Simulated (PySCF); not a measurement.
Compound: 2-methyltetrahydrofuran, C5H10O.
SMILES with atom numbers: `[CH3:1][C@@H:2]1[CH2:3][CH2:4][CH2:5][O:6]1` (hydrogens: H7, H8, H9 on C1; H10 on C2; H11, H12 on C3; H13, H14 on C4; H15, H16 on C5)

Structure used (GFN2-xTB), in Å, numbered top down from 1:
```xyz
16
C5H10O angstrom
C     -1.8756   -0.5293   -0.4513
C     -0.8243    0.3169    0.2641
C      0.2884    0.8015   -0.6890
C      1.5766    0.4790    0.0683
C      1.1350   -0.7204    0.9048
O     -0.1873   -0.4293    1.2976
H     -1.4066   -1.3933   -0.9167
H     -2.6140   -0.8809    0.2644
H     -2.3728    0.0614   -1.2167
H     -1.3208    1.1631    0.7568
H      0.1919    1.8598   -0.9212
H      0.2463    0.2368   -1.6213
H      2.4131    0.2490   -0.5874
H      1.8521    1.3054    0.7238
H      1.7242   -0.8697    1.8105
H      1.1661   -1.6410    0.3018
```

Computed, not measured: PySCF 2.14.0, density-fitted response routines, TDDFT PBE0/def2-SVPD, vertical, gas phase, core orbitals frozen in the response.

Frontier orbitals with the atoms that hold most of them (Löwdin shares over 4%, at most four atoms; ? is withheld):

```json
{"orbital": "HOMO-3", "ε (eV)": "-9.50", "atoms": "C4 15%, C2 15%, C5 14%, O6 9%"}
{"orbital": "HOMO-2", "ε (eV)": "-9.26", "atoms": "C4 18%, C3 18%, H14 10%, C1 10%"}
{"orbital": "HOMO-1", "ε (eV)": "-8.91", "atoms": "?"}
{"orbital": "HOMO", "ε (eV)": "-7.13", "atoms": "O6 57%, C5 10%, C2 8%, C1 7%"}
{"orbital": "LUMO", "ε (eV)": "?", "atoms": "?"}
{"orbital": "LUMO+1", "ε (eV)": "1.36", "atoms": "C1 16%, C4 11%, H9 11%, H14 9%"}
{"orbital": "LUMO+2", "ε (eV)": "1.43", "atoms": "H16 13%, H10 12%, O6 12%, H11 10%"}
```

(1) Which atoms hold the LUMO, and with what shares?

(2) Give the leading atoms of the HOMO-1.

(3) What is the LUMO energy, and the HOMO–LUMO gap?

## Answers

(1) C3 (bonded to 2 C and 2 H) 12%; C4 (bonded to 2 C and 2 H) 11%; C1 (bonded to C and 3 H) 10%; C5 (bonded to C, O and 2 H) 9%.

(2) O6 (bonded to 2 C) 38%; C3 (bonded to 2 C and 2 H) 17%; C2 (bonded to 2 C, O and H) 15%; C5 (bonded to C, O and 2 H) 8%. By element: carbon 39% or more, oxygen 38%.

(3) ε(LUMO) = 0.71 eV; the gap is 7.85 eV (0.2883 hartree).

Problem. The HOMO–LUMO gap is 7.85 eV. Where does the response calculation put the lowest singlet, and from which orbitals?

Solution. S1 is at 6.70 eV (f = 0.011), 1.15 eV below the gap, made of HOMO→LUMO (97%). 

Problem. Give energy, strength and leading configuration of S1 and S3, and follow the Löwdin shares of the leading atoms from the occupied to the empty orbital.

Solution. 
- S1 (6.70 eV, f 0.011), HOMO→LUMO (97%): O6 57% → at most 9%, C5 10% → 9%, C3 at most 8% → 12%, C4 at most 8% → 11%
- S3 (7.49 eV, f 0.016), HOMO→LUMO+1 (96%): O6 57% → at most 9%, C5 10% → at most 9%, C1 7% → 16%, C4 at most 8% → 11%

The run took 19 s on one thread of an Arm Neoverse V2, no GPU, on a shared host, and the process peaked at 0.83 GiB of memory.

One conformer stands for the species.

Without π bonds the low states may be Rydberg-like; a valence basis with one diffuse set may place them up to an eV too high.
